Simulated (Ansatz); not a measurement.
Born–Oppenheimer molecular dynamics of C3H4ClF (9 atoms, charge 0, multiplicity 1). It starts from a relaxed structure.

These are results of RKS r2SCANh/STO-3G (Ansatz 0.2.0), not measurements.

```
ensemble                      : NVE (velocity Verlet)
time step                     : 0.5 fs
steps asked                   : 166
starting velocities drawn for : 700 K
seed                          : 759413
```

First frame:

```xyz
9
Properties=species:S:1:pos:R:3
C 0.526 0.876 -0.993
C 0.520 -0.077 -0.063
Cl 2.023 -0.954 0.405
C -0.732 -0.551 0.721
F -1.862 0.161 0.311
H -0.416 1.375 -1.238
H 1.431 1.181 -1.523
H -0.862 -1.648 0.550
H -0.540 -0.409 1.813
```

How far do the bonds stretch over the last three quarters of this one trajectory? (Pairs bonded in most of those frames.)


```
  bond  mean (Å)  spread (Å)  shortest  longest
 C1–C2     1.336       0.030      1.28     1.38
 C1–H6     1.100       0.034      1.05     1.15
 C1–H7     1.096       0.031      1.05     1.15
C2–Cl3     1.802       0.049      1.73     1.88
 C2–C4     1.553       0.035      1.49     1.62
 C4–F5     1.402       0.020      1.37     1.44
 C4–H8     1.119       0.018      1.09     1.15
 C4–H9     1.121       0.019      1.09     1.15
```

Mean temperature of the second half: 343 K. The conserved energy stayed within 0.45 meV per atom of its start (net change 0.2 meV per atom), so the integration is sound. The temperature averaged 0.49 of the 700 K drawn at the start: a run that starts near a minimum puts about half its kinetic energy into the potential. A run of 0.083 ps of so small a system gives no equilibrium averages. Limits of this set-up: minimal basis.

Time of the run: 4.6 min on 1 thread of Arm Neoverse V2 (shared host), peak memory 0.09 GiB.
